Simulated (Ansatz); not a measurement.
```yaml
crystal:
  periodic: [false, false, false]
  atoms:
    - {symbol: Ga, position_ang: [-0.461614, -0.499911, -0.007007]}
    - {symbol: P, position_ang: [-0.971582, 1.980121, 0.021129]}
    - {symbol: S, position_ang: [1.876279, -0.840478, -0.005504]}
    - {symbol: H, position_ang: [2.099107, 0.469735, 0.010526]}
basis:
  gaussian: {orbitals: def2-TZVP}
magnetization: {spin_polarized: true, initial_magnetization: 3}
hamiltonian: {xc: pbe0}
relax: {f_tol: 0.004, max_steps: 80}
```

```sh
$ ansatz run in.yaml --threads 1 --pin off --events-out ev --progress --plain --max-ram 2176MiB
```

Steps of the relaxation (energy above the last step; positions in Å, forces in eV/Å):

```
4
step 1, 90.1 meV
Ga   -0.462   -0.500   -0.007    0.795    0.399    0.007
P    -0.972    1.980    0.021    0.077   -0.498   -0.006
S     1.876   -0.840   -0.006   -0.944   -0.336   -0.006
H     2.099    0.470    0.011    0.072    0.435    0.005
```

```
4
step 2, 10.3 meV
Ga   -0.421   -0.468   -0.007    0.198    0.199    0.003
P    -0.948    1.934    0.021    0.038   -0.236   -0.003
S     1.829   -0.836   -0.006   -0.291   -0.128   -0.002
H     2.083    0.479    0.011    0.056    0.165    0.002
```

```
4
step 3, 3.7 meV
Ga   -0.431   -0.439   -0.006    0.018   -0.052   -0.001
P    -0.963    1.895    0.020   -0.037    0.110    0.001
S     1.786   -0.823   -0.006    0.118    0.039    0.001
H     2.150    0.477    0.011   -0.100   -0.097   -0.001
```

```
4
step 5, 0.0 meV
Ga   -0.415   -0.444   -0.006   -0.014    0.014    0.000
P    -0.957    1.909    0.020   -0.001   -0.007    0.000
S     1.804   -0.832   -0.006    0.010   -0.037    0.000
H     2.110    0.477    0.011    0.005    0.031    0.000
```

```
4
step 7, 0.0 meV
Ga   -0.415   -0.442   -0.006    0.001    0.000    0.000
P    -0.959    1.909    0.020    0.000    0.000    0.000
S     1.805   -0.834   -0.006    0.000    0.000    0.000
H     2.112    0.476    0.011    0.000    0.000    0.000
```

Close pairs at the end: S3–H4 1.346 Å, Ga1–S3 2.254 Å, Ga1–P2 2.414 Å.

A stationary point of unrestricted PBE0 after 7 steps, with ⟨S²⟩ = 3.760 against 3.75 for a pure state; no frequencies were run, so it isn't proven a minimum. 65 s on 1 thread of Arm Neoverse V2, shared host.
